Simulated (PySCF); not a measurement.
# Aluminium: a sound run and one with changed settings

Sound run: Al [Ne] 3s2 3p1, Al⁺ [Ne] 3s2. Calculation: PySCF 2.14, in 6-31G* (4s3p1d, 18 functions); no relativity, point nucleus. In the sound run the correlated levels freeze [Ne]. The sound run starts from symmetry-adapted Hartree-Fock orbitals and uses a fine grid where one is needed.

Changed run: a valence shell is frozen. This setting is unsound on purpose.

Ionisation energy of Al:

```tsv
method	sound run (eV)	changed run (eV)
UHF	5.559	5.559
MP2	5.646	5.559
SCS-MP2	5.624	5.559
CCSD	5.685	5.559
CCSD(T)	5.699	5.559
CCSDT	n/a	5.559
FCI	n/a	5.559
```

Freezing a valence shell removes pair correlation that changes on ionisation.

For comparison, NIST gives 5.986 eV between the lowest levels.
